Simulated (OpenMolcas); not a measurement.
# CH5BO (SMILES BOC) at 6 levels

We compute a comparison of 6 runs (HF/3-21G, HF/def2-SVP, PBE0/def2-SVP, MP2/ANO-XS-VDZ, CCSD(T)/6-31G*, CCSD(T)/def-TZVP) of CH5BO. 

Program for the calculation: OpenMolcas 26.06.

5 further runs of the same task are left out: 5 set aside as unsound or not needed.

**1. The molecule**

CH5BO: 8 atoms, total charge 0, spin state singlet. As SMILES, `BOC`. The coordinates come from a GFN2-xTB relaxation.

Bond lengths: B1–O2 1.320 Å, O2–C3 1.404 Å, B1–H4 1.183 Å, B1–H5 1.171 Å, C3–H6 1.093 Å, C3–H7 1.092 Å, C3–H8 1.093 Å. Angles: B1–O2–C3 124.9°, O2–B1–H4 122.5°, O2–B1–H5 115.4°, O2–C3–H6 111.9°, O2–C3–H7 108.7°, O2–C3–H8 108.7°, H4–B1–H5 122.1°, H6–C3–H7 109.4°, H6–C3–H8 109.4°, H7–C3–H8 108.7°.

**2. Energy and gradient at HF/3-21G (run 1)**

Contents of input.xyz:

```xyz
8

B     -0.647920     0.834490    -0.842570
O      0.474800     0.419200    -0.286530
C      0.570570    -0.626490     0.645910
H     -1.697280     0.348320    -0.594160
H     -0.535790     1.722180    -1.598360
H     -0.404920    -1.072170     0.859250
H      1.239620    -1.391500     0.245670
H      1.000930    -0.234040     1.570780
```

Contents of mol.inp:

```
* CH5BO Hartree-Fock

&GATEWAY
  BasLib
  $CurrDir
  Coord
  input.xyz
  Basis
  3-21G
  Group
  NoSym

&SEWARD

&SCF
  Thresholds
  1e-10 1e-07 1e-07 1e-05
  PrOrbitals
  1 1

&ALASKA
```

The basis set 3-21G is read from a file made from the Basis Set Exchange's data (not shown).

The run is started by

```bash
export MOLCAS_MEM=1860
pymolcas mol.inp > mol.log
```

Log:

```text
--- Start Module: gateway ---
[...]
--- Stop Module: gateway /rc=_RC_ALL_IS_WELL_ ---
[...]
      Basis functions           37
[...]
--- Start Module: scf ---
[...]
       Convergence after  12 Iterations
[...]
::    Total SCF energy                               -139.5682941283
[...]
      Total spin, S                                     0.0000000000
[...]
      Total electronic charge=   24.000000
      Total            charge=   -0.000000
[...]
      Dipole Moment (debye):
      Origin of the operator (angstrom)=    0.1568    0.1758   -0.1276
                   X= -1.2199E-01               Y= -1.6176E+00               Z=  1.3908E+00           Total=  2.1368E+00
      Quadrupole Moment (debye*angstrom):
[...]
 *              Molecular gradients               *
 **************************************************
  Irreducible representation: a
 ------------------------------------------------------------------------------------------
                              X                       Y                       Z
 ------------------------------------------------------------------------------------------
  B1                2.96123554273953E-02   -2.10579993624214E-02    2.30289896175937E-02
  O2               -2.87389127111082E-02    1.60718896449863E-03   -6.28627524695613E-03
  C3               -1.14950400376863E-02    2.53181017338782E-02   -2.44318915881148E-02
  H4                4.65704774825770E-03    3.76755817736718E-03   -2.31773964530689E-03
  H5                3.24300736441011E-03   -6.37337266936289E-03    6.29224793613026E-03
  H6               -6.45648218352868E-03   -2.90687606622342E-03    1.31428521563981E-03
  H7                5.39081293446109E-03   -4.55690856111124E-03   -3.99226817459331E-03
  H8                3.78721145779992E-03    4.20230778337660E-03    6.39265188561389E-03
[...]
```

It took 1.6 s on 1 thread of Arm Neoverse V2, shared host; peak memory 0.37 GiB.

**3. Energy and gradient at HF/def2-SVP (run 2)**

Contents of geom.xyz:

```xyz
8

B     -0.647920     0.834490    -0.842570
O      0.474800     0.419200    -0.286530
C      0.570570    -0.626490     0.645910
H     -1.697280     0.348320    -0.594160
H     -0.535790     1.722180    -1.598360
H     -0.404920    -1.072170     0.859250
H      1.239620    -1.391500     0.245670
H      1.000930    -0.234040     1.570780
```

Contents of calc.input:

```
&GATEWAY
 BasLib
 $CurrDir
 Coord
 geom.xyz
 Basis
 def2-SVP
 Group
 NoSym

&SEWARD

&SCF
 Thresholds
 1e-10 1e-07 1e-07 1e-05
 PrOrbitals
 1 1

&ALASKA
```

The basis set def2-SVP is read from a file made from the Basis Set Exchange's data (not shown).

The run is started by

```bash
export MOLCAS_MEM=1860
pymolcas calc.input > calc.log
```

Log:

```text
--- Start Module: gateway ---
[...]
--- Stop Module: gateway /rc=_RC_ALL_IS_WELL_ ---
[...]
      Basis functions           67
[...]
--- Start Module: scf ---
[...]
       Convergence after  12 Iterations
[...]
::    Total SCF energy                               -140.2412093415
[...]
      Total spin, S                                     0.0000000000
[...]
      Total electronic charge=   24.000000
      Total            charge=   -0.000000
[...]
      Dipole Moment (debye):
      Origin of the operator (angstrom)=    0.1568    0.1758   -0.1276
                   X= -5.2274E-02               Y= -1.3929E+00               Z=  1.2064E+00           Total=  1.8434E+00
      Quadrupole Moment (debye*angstrom):
[...]
 *              Molecular gradients               *
 **************************************************
  Irreducible representation: a
 ------------------------------------------------------------------------------------------
                              X                       Y                       Z
 ------------------------------------------------------------------------------------------
  B1               -9.14513309225207E-04   -2.68859512231501E-03    1.75661033284147E-03
  O2               -9.23606788729625E-03    1.20020612714198E-02   -1.20539104602551E-02
  C3               -2.75936394549769E-03   -3.16082344858515E-03    1.96661713997281E-03
  H4                9.36081023153967E-03    6.03783452022943E-03   -3.52533536115029E-03
  H5                2.19172741221845E-03   -1.20297530730631E-02    1.10472453238926E-02
  H6               -1.71287861474845E-03   -1.27058183964657E-03    7.60489631499439E-04
  H7                1.72090731016183E-03   -8.58734507886538E-04   -1.78250527611079E-03
  H8                1.34937880284580E-03    1.96859219986267E-03    1.83078866933695E-03
[...]
```

It took 3.3 s on 1 thread of Arm Neoverse V2, shared host; peak memory 0.41 GiB.

**4. Energy and gradient at PBE0/def2-SVP (run 3)**

Contents of test.inp:

```
>>> EXPORT MOLCAS_PRINT=2
&GATEWAY
BasLib = $CurrDir
Coord
8
angstrom
B       -0.647920       0.834490      -0.842570
O        0.474800       0.419200      -0.286530
C        0.570570      -0.626490       0.645910
H       -1.697280       0.348320      -0.594160
H       -0.535790       1.722180      -1.598360
H       -0.404920      -1.072170       0.859250
H        1.239620      -1.391500       0.245670
H        1.000930      -0.234040       1.570780
Basis = def2-SVP
Group = NoSym
&SEWARD
GridInput
Grid=UltraFine
End of Grid
&SCF
KSDFT = PBE0
Thresholds = 1e-10 1e-07 1e-07 1e-05
PrOrbitals = 1 2
&ALASKA
```

The basis set def2-SVP is read from a file made from the Basis Set Exchange's data (not shown).

The run is started by

```bash
export MOLCAS_MEM=1860
pymolcas test.inp > test.log
```

Log:

```text
--- Start Module: gateway ---
[...]
--- Stop Module: gateway /rc=_RC_ALL_IS_WELL_ ---
[...]
      Basis functions           67
[...]
--- Start Module: scf ---
[...]
       Convergence after  12 Iterations
[...]
::    Total KS-DFT energy                            -140.9259295832
[...]
      Total spin, S                                     0.0000000000
[...]
      Total electronic charge=   24.000000
      Total            charge=   -0.000000
[...]
      Dipole Moment (debye):
      Origin of the operator (angstrom)=    0.1568    0.1758   -0.1276
                   X=  2.5755E-01               Y= -1.3951E+00               Z=  1.2631E+00           Total=  1.8995E+00
      Quadrupole Moment (debye*angstrom):
[...]
 *              Molecular gradients               *
 **************************************************
  Irreducible representation: a
 ------------------------------------------------------------------------------------------
                              X                       Y                       Z
 ------------------------------------------------------------------------------------------
  B1                1.99004591778618E-03   -9.03320846914912E-04    7.87471500658388E-04
  O2               -1.48440765227313E-02    6.03898490406252E-03   -7.83295130865991E-03
  C3                1.75839364716879E-04   -4.69167628160250E-03    3.81671201916323E-03
  H4                1.29545521620407E-02    8.28296480107349E-03   -4.90250258566088E-03
  H5               -3.49685835449601E-04   -1.48513873410194E-02    1.30506576399962E-02
  H6                5.57539926196249E-03    2.41496152013743E-03   -1.15456035397532E-03
  H7               -3.38707443647390E-03    4.43617393197471E-03    8.89156913840061E-04
  H8               -2.11499991185948E-03   -7.26700687741832E-04   -4.65398382536719E-03
[...]
```

Wall time 18 s (1 thread of Arm Neoverse V2, shared host); peak memory 0.41 GiB.

Runs 4 to 5 aren't shown in full; the table further down has their settings and results.

**5. The energy at CCSD(T)/def-TZVP (RICD fitting) (run 6)**

Contents of calc.input:

```
* CH5BO CCSD(T)
&GATEWAY
COORD
8
angstrom
B       -0.647920       0.834490      -0.842570
O        0.474800       0.419200      -0.286530
C        0.570570      -0.626490       0.645910
H       -1.697280       0.348320      -0.594160
H       -0.535790       1.722180      -1.598360
H       -0.404920      -1.072170       0.859250
H        1.239620      -1.391500       0.245670
H        1.000930      -0.234040       1.570780
BASIS = def-TZVP
GROUP = NoSym
RICD
&SEWARD
&SCF
PRORBITALS = 0
&CHCC
FROZEN = 3
&CHT3
FROZEN = 3
```

The run is started by

```bash
export MOLCAS_MEM=1860
pymolcas calc.input > calc.log
```

Log:

```text
--- Start Module: gateway ---
[...]
--- Stop Module: gateway /rc=_RC_ALL_IS_WELL_ ---
[...]
      Basis functions           87
[...]
       Convergence after  11 Iterations
[...]
::    Total SCF energy                               -140.3964320889
[...]
      Total spin, S                                     0.0000000000
[...]
      Total electronic charge=   24.000000
      Total            charge=   -0.000000
[...]
      Dipole Moment (debye):
      Origin of the operator (angstrom)=    0.1568    0.1758   -0.1276
                   X= -1.6692E-01               Y= -1.3331E+00               Z=  1.1348E+00           Total=  1.7587E+00
      Quadrupole Moment (debye*angstrom):
[...]
--- Start Module: chcc ---
[...]
--- Stop Module: chcc /rc=_RC_ALL_IS_WELL_ ---
[...]
--- Start Module: cht3 ---
[...]
--- Stop Module: cht3 /rc=_RC_ALL_IS_WELL_ ---
[...]
```

It took 37 s on 1 thread of Arm Neoverse V2, shared host.

**6. The series**

```tsv
run	level	integration grid	nucleus	energy (Eh)	dipole moment (D) of the reference	HOMO energy (eV)	LUMO energy (eV)	wall time
1	HF/3-21G	–	point	-139.568294	2.14	-12.00	4.13	1.6 s
2	HF/def2-SVP	–	point	-140.241209	1.84	-12.21	3.62	3.3 s
3	PBE0/def2-SVP	UltraFine	point	-140.925930	1.90	-8.40	0.01	18 s
4	MP2/ANO-XS-VDZ (DKH2)	–	finite	-140.604156	2.00	-12.12	3.50	2.6 s
5	CCSD(T)/6-31G* (spherical functions)	–	point	-140.763958	1.77	-12.15	4.25	6 s
6	CCSD(T)/def-TZVP (RICD fitting)	–	point	-140.886822	1.76	-12.24	2.84	37 s
```

**7. Summary of results**

| quantity | value |
| --- | --- |
| run 6: total energy | -140.88682 Eh |
| run 6: dipole moment (mean-field density) | 1.76 D |
| run 6: HOMO energy (Hartree–Fock orbitals) | -12.24 eV |
| run 6: LUMO energy (Hartree–Fock orbitals) | 2.84 eV |
| run 6: HOMO–LUMO gap (Hartree–Fock orbitals) | 15.08 eV |
| run 6: correlation energy (3 core orbitals frozen) | -490.4 mEh |
| run 6: (T) correction | -14.28 mEh |

**Reading.** Over runs 1, 2, 3 the dipole moment (its size) runs from 1.84 D (HF/def2-SVP) to 2.14 D (HF/3-21G). Over runs 1, 2, 3 the HOMO–LUMO gap runs from 8.41 eV (PBE0/def2-SVP) to 16.14 eV (HF/3-21G). The two ends differ in method and basis. All runs together took 68 s, the longest 37 s.
